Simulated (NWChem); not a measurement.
What B2H5Cl (diborane mono Cl) costs in NWChem

B2H5Cl has 8 atoms, charge 0, and is taken as a singlet. Geometry: relaxed at GFN2-xTB.

```xyz
8

B    -0.6256   -0.1022    0.6004
Cl   -0.2010   -0.8159    2.1542
H    -1.7521    0.2008    0.4673
H     0.1990    0.9008    0.2733
B     0.6006    0.1597   -0.7299
H     0.2419    0.6394   -1.7364
H     1.7246   -0.1395   -0.6064
H    -0.1874   -0.8431   -0.4224
```

Program: NWChem 7.3.0. Hardware: 1 thread of AMD EPYC 9R45 (Zen 5), shared host, so times are rough. Two-electron integrals are exact unless an approximation is named.

**Question.** Estimate their order by wall time, quickest first.
A. gradient at HF/STO-3G
B. gradient at B3LYP/6-31G* (spherical functions), grid xfine
C. gradient at PBE0/aug-cc-pVDZ, grid fine

**Answer.** A (1.1 s), B (10 s), C (31 s).
